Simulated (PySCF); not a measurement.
A spin–spin coupling run with PySCF 2.14.0 with density-fitted response routines (density fitting, non-relativistic, gas phase) on SMILES FCF, CH₂F₂:

```
$ OMP_NUM_THREADS=1 python probes_run.py task.json out

{"job": {"kind": "j", "xc": "B3LYP", "basis": "pcJ-2", "full": true}, "charge": 0, "multiplicity": 1}
F     -1.040059     0.888741    -0.024555
C      0.042859     0.081633     0.019027
F      1.154134     0.849353     0.014620
H      0.015463    -0.493298     0.948678
H      0.047448    -0.549147    -0.874152
```

Hardware: 1 thread of an Arm Neoverse N1, shared host. The job also computes field gradients.

(1) How large is the calculation?

(2) How long does it take, and how much memory does it need?

(3) And these other runs on the same molecule and hardware: GIAO shielding at B97-2/pcSseg-2; GIAO shielding at KT3/pcSseg-2; GIAO shielding at PBE0/pcSseg-2; GIAO shielding at wB97X-D/pcSseg-2; spin–spin coupling at B97-2/pcJ-2; spin–spin coupling at PBE0/pcJ-2?

## Answers

(1) 26 electrons, 201 basis functions and 390 auxiliary functions.

(2) 15 s of wall time, with 11 SCF cycles; peak memory 0.72 GiB. Times on a shared host scatter by some tens of per cent.

(3) B97-2/pcSseg-2: 136 functions, 6.3 s; KT3/pcSseg-2: 136 functions, 9.3 s; PBE0/pcSseg-2: 136 functions, 8.4 s; wB97X-D/pcSseg-2: 136 functions, 8 s; B97-2/pcJ-2: 201 functions, 14 s; PBE0/pcJ-2: 201 functions, 15 s.
